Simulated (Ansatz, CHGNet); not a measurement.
Elastic constant C12 (GPa) of solids drawn from the class of carbides, at two levels: the machine-learned potential CHGNet 0.3.0 (trained on PBE and PBE+U data), and PBE (PAW; Ansatz, a first-principles code).

| solid | CHGNet 0.3.0 | PBE | shift (%) |
|---|---|---|---|
| rock-salt TaC | 260 | 127 | -51 |
| rock-salt NbC | 231 | 122 | -47 |
| rock-salt HfC | 176 | 102 | -42 |
| antifluorite Be₂C | 65.0 | 17.0 | -74 |
| rock-salt TiC | 213 | 121 | -43 |
| rock-salt ZrC | 115 | 104 | -9.6 |
| hexagonal WC | 152 | 224 | +47 |

The shifts run from -74 % to +47 %, with a median of -43 %.

Over all 7 rows PBE is the larger in 1.

Ansatz's runs of these crystals have no spin polarisation.

Spin–orbit coupling is left out, also for the solids with elements from indium on (rock-salt TaC, rock-salt HfC, hexagonal WC); its size isn't shown.

Each level is taken at its own relaxed cell. Ansatz's density-functional and Hartree–Fock values are scalar-relativistic unless marked +SOC, with PAW data made under PBE.
